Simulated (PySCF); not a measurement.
A species of formula C3H6 has this rotational fingerprint, computed with PBE0-D3(BJ)/def2-TZVP geometry optimisation, gas phase in PySCF 2.14.0:

- Rotational constants: A = 47110, B = 9393, C = 8227 MHz
- Dipole components: |μa| = 0.41 D, |μb| = 0.08 D, |μc| = 0.00 D
- Inertial defect: -3.10 u·Å²
- κ: -0.94

Task: Which structure is it? (One computed conformer of each.)
A. `C=CC`
B. `C1CC1`

Result: A. It is C=CC, a near-prolate asymmetric top, point group Cs. The candidates at the same level (rigid rotor, commonest isotopes):

```tsv
SMILES	A (MHz)	B (MHz)	C (MHz)	μa (D)	μb (D)	μc (D)	Δ (u·Å²)	point group	rotor
C1CC1	20363	20360	12751	0.00	0.00	0.00	-10.01	D3h	oblate symmetric top
C=CC	47110	9393	8227	0.41	0.08	0.00	-3.10	Cs	near-prolate asymmetric top
```

`C1CC1` has B 117 % too high. In the right answer the mirror of this Cs structure is the ab plane, so μc vanishes by symmetry. No structure here is proved a minimum.
